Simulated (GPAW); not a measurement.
# C2H2F2O (SMILES OC=C(F)F) at LDA (PW92)/sz(dzp) (scalar-relativistic datasets)

Aim: ionisation energies of C2H2F2O. 

The results are computed with GPAW 26.7.0.

3 further runs of the same task are left out: 3 set aside as unsound or not needed.

## 1. The molecule

The species is C2H2F2O (7 atoms), meant as a singlet with charge 0. As SMILES, `OC=C(F)F`. The coordinates come from a GFN2-xTB relaxation. This is one conformer, not always the lowest.

Bond lengths: O1–C2 1.358 Å, C2–C3 1.325 Å, C3–F4 1.326 Å, C3–F5 1.334 Å, O1–H6 0.962 Å, C2–H7 1.080 Å. Angles: O1–C2–C3 122.5°, C2–C3–F4 127.2°, C2–C3–F5 122.2°, F4–C3–F5 110.6°, O1–C2–H7 119.6°, C3–C2–H7 117.8°, C2–O1–H6 110.2°.

## 2. Ionisation energies at LDA (PW92)/sz(dzp) (scalar-relativistic datasets)

The input, gs.sdf:

```

     RDKit          3D

  7  6  0  0  0  0  0  0  0  0999 V2000
   -1.3976    0.4245    0.2510 O   0  0  0  0  0  0  0  0  0  0  0  0
   -0.0428    0.3429    0.1986 C   0  0  0  0  0  0  0  0  0  0  0  0
    0.5881   -0.6671   -0.3818 C   0  0  0  0  0  0  0  0  0  0  0  0
    0.0407   -1.7154   -0.9816 F   0  0  0  0  0  0  0  0  0  0  0  0
    1.9197   -0.7422   -0.4274 F   0  0  0  0  0  0  0  0  0  0  0  0
   -1.6651    1.2342    0.6965 H   0  0  0  0  0  0  0  0  0  0  0  0
    0.5569    1.1231    0.6446 H   0  0  0  0  0  0  0  0  0  0  0  0
  2  1  1  0
  3  2  2  0
  4  3  1  0
  5  3  1  0
  6  1  1  0
  7  2  1  0
M  END
$$$$
```

The input, gs.py:

```python
from ase.io import read
from gpaw import GPAW

# Atomic positions
molecule = read("gs.sdf")
molecule.center(vacuum=4.5)

energies = {}
for name, charge, unpaired in [("neutral", 0, 0), ("oxidised", 1, 1)]:
    molecule.set_initial_magnetic_moments([unpaired / len(molecule)] * len(molecule))
    calculator = GPAW(mode="lcao",
                      basis="sz(dzp)",
                      h=0.25,
                      xc="LDA",
                      charge=charge,
                      occupations={"name": "fermi-dirac", "width": 0.0, "fixmagmom": unpaired > 0},
                      maxiter=100,
                      symmetry="off",
                      txt=f'{name}.txt')
    molecule.calc = calculator
    energies[name] = molecule.get_potential_energy()
    print(f'{name:10} {energies[name]:12.5f} eV')

ip = energies["oxidised"] - energies["neutral"]
print(f"Vertical IP = {ip:.3f} eV")
```

On the command line:

```console
$ python3 gs.py
```

Q: Predict the results. Wanted: first ionisation energy.

Answer, from the run:

Level: LDA (PW92)/sz(dzp) (scalar-relativistic datasets).

| quantity | value |
| --- | --- |
| first ionisation energy | 10.54 eV |
